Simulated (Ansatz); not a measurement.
Reaction (substitution at a C–S bond): `CSSCF` + `N=C(O)CO` → `COCC(=N)O` + `FCSS`

Gas-phase electronic energies from Ansatz, PBE0-D4/def2-TZVP geometries. CCSD(T)/CBS adds triple-zeta CCSD(T) − MP2 to the extrapolated MP2 energy (def2 sets, frozen cores). DFT in def2-TZVPP. Each species was taken in one conformer, which may not be the lowest.

`CSSCF`:

Cartesian coordinates in Å:
```
C -0.571 -1.371 -1.094
S -0.173 -1.413 0.666
S 1.351 -0.077 0.823
C 0.495 1.484 1.007
F -0.011 1.959 -0.181
H -0.958 -0.396 -1.381
H 0.305 -1.625 -1.689
H -1.342 -2.131 -1.243
H -0.331 1.371 1.711
H 1.235 2.199 1.381
```

`N=C(O)CO`:

Z-matrix (Å, degrees):
```
C
O 1 1.402
C 1 1.506 2 113.4
H 1 1.091 2 107.5 3 120.8
H 1 1.101 2 111.5 3 -121.4
H 2 0.962 1 107.7 3 46.7
O 3 1.346 1 110.7 2 -41.6
N 3 1.260 1 129.1 2 140.8
H 7 0.967 3 106.7 1 -179.6
H 8 1.015 3 111.5 1 -3.8
```

`COCC(=N)O`:

```xyz
13

C     0.712    0.699    1.548
O     1.227    0.377    0.277
C     0.566   -0.692   -0.326
C    -0.707   -0.273   -1.019
N    -1.093    0.898   -1.274
O    -1.431   -1.343   -1.385
H     1.280    1.551    1.920
H     0.832   -0.142    2.244
H    -0.350    0.969    1.503
H     0.332   -1.490    0.393
H     1.237   -1.120   -1.077
H    -0.403    1.568   -0.943
H    -2.202   -1.002   -1.860
```

`FCSS`:

```xyz
7

F     1.328   -0.702   -0.647
C     0.154   -0.947    0.019
S    -1.155    0.181   -0.446
S    -0.660    1.881    0.567
H    -0.202   -1.946   -0.250
H     0.344   -0.875    1.091
H     0.190    2.408   -0.335
```

| species | ωB97M-V energy (Eh) |
| --- | --- |
| `CSSCF` | -975.43792 |
| `N=C(O)CO` | -284.43510 |
| `COCC(=N)O` | -323.72798 |
| `FCSS` | -936.13090 |

(1) Work out ΔE.

Largest T1 diagnostic among the species: 0.013.

## Answers

(1) ΔE = (-323.72798) + (-936.13090) − (-975.43792) − (-284.43510) = 0.01414 Eh = +37.1 kJ/mol. CCSD(T)/CBS gives +40.2 kJ/mol.

In def2-TZVPP, CCSD(T) changes the Hartree–Fock value by +6.7 kJ/mol (the triples alone add +1.6 kJ/mol) and MP2 by +13.3 kJ/mol.
